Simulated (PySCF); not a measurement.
## Telling isomers of C4H8 apart by NMR

No solvent model, one averaged value for each set of equivalent atoms, non-relativistic, one computed conformer. Geometry: GFN2-xTB; PBE0/pcSseg-1 with gauge-including orbitals; spin–spin couplings from B3LYP/pcJ-1 (spin–dipole term left out of most H,H and C,H couplings); PySCF 2.14.0 with density-fitted response routines.

Shifts are taken against calculated references (same method and geometry level): ¹H, ¹³C vs TMS. Multiplet labels drop J under 1 Hz and among equivalent protons, and merge close values. Unscaled 3J(H,H) run several per cent high. Shifts are as computed. Against solution values, carbons near 30 ppm lie about +3 ppm off and those near 130 ppm about +5 ppm. Of 1211 compounds with measured shifts, 218 miss one by over three times the rms of a fit or turn the order of signals round; such compounds aren't used in these exercises.

(1) Tabulate the signals of `C1CCC1`, `C=C(C)C` and their relative energies.

(2) What is the quickest way to tell C1CCC1 from C=C(C)C?

Results:

(1) 
```tsv
SMILES	carbon types	δC	δH	E rel. (kcal/mol)
C1CCC1	4×CH2	21.2	2.10 (s, 8H)	6.5
C=C(C)C	1×C 1×CH2 2×CH3	150.6, 117.1, 27.1	5.04 (sept, 2H), 1.81 (t, 6H)	0.0
```

Energies are electronic energies at PBE0/pcSseg-1 on these geometries, without zero-point or thermal terms, each for the one conformer computed, which needn't be the lowest.

(2) Count the carbon signals: 1 against 3. The first has an sp3 CH2 in a ring at 21.2 ppm, the second a fully substituted alkene carbon (C) at 150.6 ppm. In the proton spectra the most deshielded non-exchanging signals are 2.10 (s, 8H) and 5.04 (sept, J = 1.6 Hz, 2H).
